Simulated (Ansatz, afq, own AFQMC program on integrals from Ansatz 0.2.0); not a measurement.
## AlBH, doublet: AFQMC among the cluster methods

| atom | x (Å) | y (Å) | z (Å) |
| --- | --- | --- | --- |
| B | 0.0000 | -0.0995 | 0.5852 |
| Al | 0.0000 | -0.0184 | -2.3467 |
| H | 0.0000 | 0.1178 | 1.7615 |

Connectivity, by distances: BH ··· Al.

Basis 6-31G. Only valence electrons are correlated. Ansatz 0.2.0 and our own AFQMC program on the same integrals; the CISD trial comes from CCSD amplitudes, and released means the phaseless constraint is let go. ± is one standard error of the sampling.

Determinant: ROHF, the one that the program's search chose, which needn't be the lowest solution. The geometry is a point of a scan.

Full CI on the same integrals is exact in this basis and with this determinant's frozen core.

Cautions: a spin-contaminated unrestricted determinant lies lower (UHF 127 meV lower, ⟨S²⟩ 0.94); strong correlation (T1 0.064, weight of the determinant 0.83, largest double 0.11); the released energies are still falling, so no released level is given (meV from the phaseless value at times in 1/Eh: -5 ± 4 at 0.24, -11 ± 4 at 0.51, -17 ± 5 at 0.99, -27 ± 3 at 1.62, 14 ± 50 at 2.40).

* T1 diagnostic: 0.0643
* weight of the determinant in the CISD state: 0.832
* size of the correlated space: 7 electrons in 18 orbitals

Reference: full CI, correlation energy -2.915 eV.

```tsv
level	E − E(reference) (kJ/mol)	share of correlation (%)
HF	281.2	0.00
MP2	102.9	63.40
CCSD	16.5	94.13
CCSD(T)	7.3	97.40
CCSDT	1.2	99.59
CCSDT(Q)	0.3	99.91
CCSDTQ	0.1	99.98
ph-AFQMC/CISD	5.9 ± 0.3	97.89
```

CCSDT and higher add their correlation energy to the determinant of the CCSD(T) run, since their own runs factorise the integrals more tightly (a shift of under 2 meV). A walk keeps the symmetry of its determinant, which the program's search chose and which needn't be the lowest solution, so a lower state of the same spin and another symmetry isn't excluded.
